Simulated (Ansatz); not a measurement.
The same path of BH$_{4}$MgSi (7 atoms, charge 0, multiplicity 2) was run twice with different band settings. The coordinate that changes most is the dihedral H4–B1–Si2–H6.

The calculation used UKS BLYP/def2-SVP (Ansatz).

Relaxed end points:

```xyz
7
Properties=species:S:1:pos:R:3
B -0.783 -0.186 -0.503
Si 0.440 0.871 0.488
Mg 0.585 -2.150 -0.237
H -1.693 -0.768 0.063
H -0.665 -0.292 -1.712
H 0.459 0.986 1.985
H 1.657 1.540 -0.084
```

```xyz
7
Properties=species:S:1:pos:R:3
B -0.785 -0.187 -0.503
Si 0.439 0.871 0.488
Mg 0.596 -2.144 -0.234
H -0.672 -0.290 -1.713
H -1.694 -0.772 0.063
H 0.460 0.981 1.985
H 1.656 1.540 -0.085
```

Common settings: movable images 7; climbing image yes; spring 5.0 eV/Å²; optimiser quadratic models (default); start path IDPP; iteration limit 60; end points relaxed.

| run | force threshold |
| --- | --- |
| 1 | 0.03 eV/Å |
| 2 | 0.5 eV/Å |

(1) What does each run give, and how far can it be trusted?

## Answers

(1) Run 1: converged after 18 iterations, highest image 0.615 eV above the first end. A vibrational analysis at the climbing image gives one clearly imaginary mode, 390i cm⁻¹: a first-order saddle point.
Run 2: converged after 4 iterations, highest image 1.177 eV above the first end. The threshold of 0.5 eV/Å is loose, so the images may lie well off the minimum-energy path. The order of the stationary point at the top wasn't checked. Another band between the same ends, with other settings, climbed to 0.615 eV only, so this may not be the lowest route.
